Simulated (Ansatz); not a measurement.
What a trial cell of K₃Ru relaxes into

Computed with Ansatz 0.2.0, DFT PBE, scalar-relativistic, plane waves, PAW. Cutoff 420 eV, Γ-centred k mesh, Gaussian smearing, no spin polarisation in the final step.

K₃Ru was placed on the sites of a reported Cu3Pd cell (P4/mmm, No. 123), with Ru in place of Pd, K in place of Cu, at a guessed volume.

```yaml
crystal:
  lattice:
    - [4.91472, 0.00000, 0.00000]
    - [0.00000, 4.91472, 0.00000]
    - [0.00000, 0.00000, 4.86420]
  atoms:
    - { symbol: K, position: [0.00000, 0.50000, 0.50000] }
    - { symbol: K, position: [0.50000, 0.00000, 0.50000] }
    - { symbol: K, position: [0.50000, 0.50000, 0.00000] }
    - { symbol: Ru, position: [0.00000, 0.00000, 0.00000] }
```

Steps on the 4×4×4 mesh (4 atoms). 6 of 6 steps are shown, and the free energy counts from the last. Trial steps that were taken back and renewals of the plane-wave basis can be among the rows.

```tsv
step	ΔF (meV/atom)	V (Å³/atom)	P (GPa)
1	93.8	29.37	4.17
2	30.8	32.72	2.02
3	3.1	36.63	0.38
4	2.1	36.63	0.45
5	0.0	37.87	0.10
6	0.0	37.87	0.10
```

The cell was then made exact in the group found at 0.06 Å. A final relaxation ran on a 10×10×10 mesh. The relaxed crystal, Pm-3m (No. 221):

```cif
data_structure
_symmetry_space_group_name_H-M 'Pm-3m'
_symmetry_Int_Tables_number 221
_cell_length_a 5.3442
_cell_length_b 5.3442
_cell_length_c 5.3442
_cell_angle_alpha 90.000
_cell_angle_beta 90.000
_cell_angle_gamma 90.000
_cell_volume 152.63
loop_
_atom_site_label
_atom_site_type_symbol
_atom_site_symmetry_multiplicity
_atom_site_Wyckoff_symbol
_atom_site_fract_x
_atom_site_fract_y
_atom_site_fract_z
_atom_site_occupancy
K1 K 3 c 0.00000 0.50000 0.50000 1
Ru1 Ru 1 a 0.00000 0.00000 0.00000 1
```

```
Volume per atom          : 38.16 Å³
Density                  : 2.38 g/cm³
Energy over the elements : 1.21 eV/atom
Gap on the 10×10×10 mesh : 0 eV (a metal)
```

Energies over the elements count from the elements' standard structures at the same level, with no empirical corrections.

The final run used a 10×10×10 mesh on its 4-atom cell and 0.10 eV smearing. For metals, differences of a few meV/atom aren't resolved.

Symmetry constrained the relaxation, so the result can be a saddle point.

Cost: 3 runs of about 1.2 core-minutes in all, on Arm Neoverse V1 (shared hosts).